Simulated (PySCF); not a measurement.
Species: C4H7N.
Structure used (PBE0-D3(BJ)/def2-SVP), in Å, numbered top down from 1:
```
atom  x, y, z in Å
C1     2.3249    1.0696    1.1246
N2     1.6769    0.2095    0.6604
C3     0.8532   -0.7912    0.0919
C4    -0.3081   -0.2042   -0.7053
C5    -1.2535    0.6421    0.1290
H6     0.4752   -1.4280    0.9094
H7     1.4797   -1.4291   -0.5517
H8    -0.8479   -1.0500   -1.1617
H9     0.1040    0.3897   -1.5376
H10   -0.7290    1.4992    0.5778
H11   -2.0759    1.0367   -0.4852
H12   -1.6995    0.0557    0.9483
```

Computed with PySCF, TDDFT B3LYP/def2-SVPD, vertical, gas phase, core orbitals frozen in the response.

Transition dipole moments from the ground state, in atomic units and in the frame of the coordinates above (overall signs are arbitrary), for the states with f of 0.002 or more among the lowest 8:

```csv
state,E (eV),μx,μy,μz
S1,7.644,0.241,-0.140,0.193
S3,7.881,0.351,-0.126,-0.366
S4,7.978,-0.137,0.002,-0.121
S5,8.004,0.162,0.003,-0.141
S6,8.180,-0.090,0.429,-0.216
S7,8.541,-0.228,-0.295,-0.145
S8,8.588,0.007,-0.238,-0.118
```

What oscillator strength does each state have?

f = (2/3) ΔE |μ|² with ΔE in hartree (27.2114 eV).

```
state  |μ|² (au)  |μ| (D)      f
   S1      0.115     0.86  0.022
   S3      0.273     1.33  0.053
   S4      0.033     0.46  0.007
   S5      0.046     0.55  0.009
   S6      0.239     1.24  0.048
   S7      0.160     1.02  0.034
   S8      0.070     0.67  0.015
```

Which bond between heavy atoms lies closest to the direction of the S3 transition dipole?

C4–C5, at 20° from it; next C3–C4 at 76°.

What angle do the transition dipoles of S3 and S6 make?

|cos θ| = |μa·μb| / (|μa| |μb|) = 0.02, so θ ≈ 89° (taken between 0 and 90°, since the signs are arbitrary).

How is the summed strength of these states shared among x, y and z?

(2/3) Σ ΔE μα² gives 0.056 for x, 0.074 for y and 0.056 for z, 0.186 in all.

What peak molar absorption coefficient would the strongest computed level give as a lone Gaussian band 0.3 eV wide at half height?

ε(max) = 2.175×10⁸ f / FWHM, with the width in cm⁻¹. S3: 2.175×10⁸ × 0.0527 / 2420 ≈ 4700 L mol⁻¹ cm⁻¹.

All these states lie below the vertical ionisation energy of 11.04 eV (ΔSCF).

On one thread of an Intel Xeon Platinum 8375C at 2.90 GHz, on a shared host, this took 3.7 min wall and 0.67 GiB of memory at its peak.

One conformer stands for the species.
